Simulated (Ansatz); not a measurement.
## Isomers

Structures of BSiH3F, doublet, relaxed at PBE0-D4/def2-TZVP (vibrations not checked; lower isomers may exist, and structures with a doubtful reference or unclear bonds are left out). Ansatz 0.2.0; basis: def2-TZVPP; cores frozen in the correlated methods; orbitals are unrestricted. B3LYP uses VWN-RPA correlation.

(1) Rank them by CCSD(T) energy, lowest first, and give each one's height above the lowest. Links in brackets join atoms within 1.22 times the sum of their covalent radii (1.1 for two metals). (Judge from chemistry; the value comes from the calculation.)
A.
BSiH₃F ([BH2][SiH][F])
```
6
angstrom
F -1.2313 -1.5743 -1.0757
B 0.2279 0.9244 0.0069
Si -0.2356 -0.9140 -0.0201
H 0.2073 -2.0110 0.8712
H -0.2152 1.6972 -0.7845
H 0.9901 1.2515 0.8674
```
B.
BSiH₃F ([F][BH]1[H][SiH]1)
```
6
angstrom
F -1.0197 -1.4008 -0.9651
B -0.1138 -0.9987 -0.0685
Si 0.6364 0.8623 -0.1893
H 0.4550 -1.7772 0.6345
H -0.3882 1.8121 -0.7585
H -0.5829 0.0748 0.6678
```
C.
a complex of BSiH₂ ([BH2][Si]) + HF
```
6
angstrom
B 0.2534 -0.5232 -0.8128
Si -0.3994 -0.0074 0.9304
F 0.2864 2.2486 0.6991
H 0.0982 -1.6757 -1.1269
H 0.7950 0.2012 -1.5995
H 0.0222 2.6252 1.5036
```

(2) Do PBE-D4, r2SCAN-D4, PBE0-D4, B3LYP-D4, wB97M-V, HF, MP2 give the same order? (Judge from chemistry; the calculation decides.)

The T1 diagnostic stays at or below 0.025. ⟨S²⟩ of the unrestricted Hartree–Fock references: 0.76 to 0.82 (a pure state has 0.75). The unrestricted reference is spin-contaminated, which hurts MP2 most.

For scale, one of the runs: CCSD(T)/def2-TZVPP, 146 basis functions, launched by `ansatz run in.yaml --threads 2 --pin off --events-out ev --progress --plain --max-ram 4352MiB`. Hardware: 2 CPU threads of an Arm Neoverse V1, shared host. Wall time 63 s; peak host memory 2 GiB.

Answers

(1) Computed: A (0.0 kJ/mol), B (83.6 kJ/mol), C (255.4 kJ/mol). Heights count from the lowest.

(2) By the calculation: All do.
